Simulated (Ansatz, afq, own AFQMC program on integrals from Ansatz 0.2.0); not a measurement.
## CH2O, singlet: energetics from AFQMC and coupled cluster

```xyz
4

O     0.0000    0.0000    0.5979
C     0.0000    0.0000   -0.5975
H     0.0000   -0.9400   -1.1855
H     0.0000    0.9400   -1.1855
```

Geometry: a PBE0/def2-TZVP stationary point, not shown to be a minimum. Basis cc-pVDZ. Noble-gas cores (and the filled d shells of Ga–Kr and In–Xe) are frozen. AFQMC by an in-house program on the Cholesky factors that Ansatz 0.2.0 writes for its CCSD(T) run. The CISD trial takes its coefficients from CCSD amplitudes. Released means that phaseless walkers are propagated on without the constraint, phases kept. Uncertainties: one standard error, sampling alone.

Best estimates are CCSD(T) at the basis-set limit (def2-TZVPP/QZVPP) plus the step from CCSD(T) to the highest rung at hand in cc-pVDZ, named in the table (released AFQMC can keep some 10 meV of bias). No zero-point, core-correlation or spin–orbit terms. Other levels are in cc-pVDZ, the functionals in def2-TZVP; a dash marks a level that is missing or breaks spin symmetry for a member.

Cautions: CH₂O (singlet): the released energies are still falling, so no released level is given (meV from the phaseless value at times in 1/Eh: -3 ± 5 at 0.24, -3 ± 5 at 0.51, -3 ± 4 at 0.99, -14 ± 4 at 1.62, -17 ± 7 at 2.40); CH₂O (triplet): another spin lies lower; CH₂O⁺ (doublet): the released energies move by 1.5 errors or more from one time to the next, so no released level is given (meV from the phaseless value at times in 1/Eh: -4 ± 3 at 0.24, -4 ± 3 at 0.51, -6 ± 4 at 0.99, -10 ± 3 at 1.62, 3 ± 5 at 2.40).

```
                         process  PBE0 (kJ/mol)
to charge +0, triplet (vertical)            316
to charge +1, doublet (vertical)           1037
                   to free atoms           1556
```

(1) From these values, estimate the best estimates.

(1) 
| process | best estimate (kJ/mol) | highest rung |
| --- | --- | --- |
| to charge +0, triplet (vertical) | 356 | CCSDT(Q) |
| to charge +1, doublet (vertical) | 1060 | CCSDT(Q) |
| to free atoms | 1564 | CCSDTQ |

Errors against the best estimates in kJ/mol, in the same order:

| level | error, 1 | error, 2 | error, 3 |
| --- | --- | --- | --- |
| MP2 | 34 | -13 | -90 |
| CCSD(T) | 4 | -52 | -122 |
| ph-AFQMC/CISD | 5 ± 0.6 | -53 ± 0.7 | -119 ± 0.5 |
| CCSD(T)/CBS | 0 | 1 | -2 |
| PBE | -33 | -26 | 49 |
| r2SCAN | -51 | -31 | -4 |
| PBE0 | -40 | -22 | -8 |
| B3LYP | -30 | -11 | -4 |
| wB97M-V | -17 | -16 | 1 |
| B2PLYP | -11 | -12 | -15 |

Cost at the first geometry (cards were shared with other jobs): PBE0/cc-pVDZ, 0.45 s on 1 thread of AMD EPYC 7R13 Processor (Zen 3) (shared host); RCCSD(T)/cc-pVDZ, 1.1 s on 1 × NVIDIA H100 80GB HBM3 with 1 thread of AMD EPYC 7R13 Processor (Zen 3), with other jobs on the host; CCSD(T)/def2-QZVPP, 1.6 s on 1 × NVIDIA H100 80GB HBM3 with 1 thread of AMD EPYC 7R13 Processor (Zen 3), with other jobs on the host; CCSDT(Q), 1.2 s on 1 × NVIDIA H100 80GB HBM3 with 1 thread of AMD EPYC 7R13 Processor (Zen 3), on a shared host; ph-AFQMC/CISD with release, 20 s on 1 × NVIDIA H100 80GB HBM3 with 2 threads of AMD EPYC 7R13 Processor (Zen 3) (shared host).

Best estimates are given only where the step beyond CCSD(T) is under 0.3 eV and no member's determinant is very poor (T1 over 0.05, or 0.07 for open shells, ⟨S²⟩ too high by 0.3, two states mixed), so the hardest cases are missing from such tables.

The functionals ran in a triple-zeta set and keep a basis error of their own, a few kJ/mol for each bond in atomization energies and more for double hybrids, so close places among them and the extrapolated levels can swap.

CCSDT and higher add their correlation energy to the determinant of the CCSD(T) run, since their own runs factorise the integrals more tightly (a shift of under 2 meV). Each member of a difference takes its own highest rung, so a best estimate needn't equal the limit plus the step of one row. A walk keeps the symmetry of its determinant, which the program's search chose and which needn't be the lowest solution, so a lower state of the same spin and another symmetry isn't excluded.
